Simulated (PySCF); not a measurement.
Gas-phase thermal properties of CH2Cl

Computed with PySCF (xtb for GFN2) and rigid-rotor harmonic-oscillator thermochemistry at 1 bar. 6-31G* has spherical d functions here. Open shells (unrestricted): CH2Cl (multiplicity 2). GFN2 has no spin-polarisation term. B3LYP is the form with VWN-RPA correlation. CH2Cl: computed as isolated molecules; such fragments, hydroxides, amides, oligomers or adducts are transient or little studied in the gas. The harmonic model lacks anharmonicity and excited electronic states, which grow with temperature; levels with a mode under 35 cm⁻¹ are left out. Warning, point group unlike the PBE0 one: CH2Cl (B3LYP/6-31G*, HF/6-31G*).

```tsv
level	point group	σ	ZPE (kJ/mol)	S°298 (J/mol/K)	Cp298 (J/mol/K)	S°1000 (J/mol/K)	H1000 − H298 (kJ/mol)
B3LYP/6-31G*	Cs	1	59.7	255.9	45.6	322.5	40.0
GFN2-xTB	C2v	2	57.2	251.2	46.2	318.8	40.6
HF/6-31G*	Cs	1	65.0	247.2	42.2	311.2	38.6
PBE/def2-SVP	C2v	2	57.9	248.9	45.8	316.1	40.4
PBE0/def2-TZVP	C2v	2	60.0	246.4	45.1	312.8	39.9
```
σ: rotational symmetry number. Electronic degeneracy used: 2. Frequencies are unscaled.
